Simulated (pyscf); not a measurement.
Single points on ωB97X-D3(BJ)/def2-SVP structures (PySCF, gas phase). MP2 and CC: frozen core, UHF for open shells. ΔMP2 is the change of the MP2 total energy from the triple- to the quadruple-zeta basis.

**Question.** How much does it cost (ΔH, 298 K, CCSD(T)/def2-TZVPP + ΔMP2(QZVPP)) to split BiH₃ (SMILES [BiH3]) at its Bi–H bond into BiH₂• + H•?

**Answer.** Bi–H to BiH₂• + H•: 254.6 kJ/mol. The CCSD(T) − MP2 part came from Ansatz, without density fitting, on the same reference. The frozen core leaves the outer d or s,p core shells of the metals and heavy elements correlated in the MP2 and CC values, and def2-TZVPP describes them poorly, which can shift differences by a few kcal/mol. Elements past Kr carry the def2 core potentials, without spin-orbit coupling.
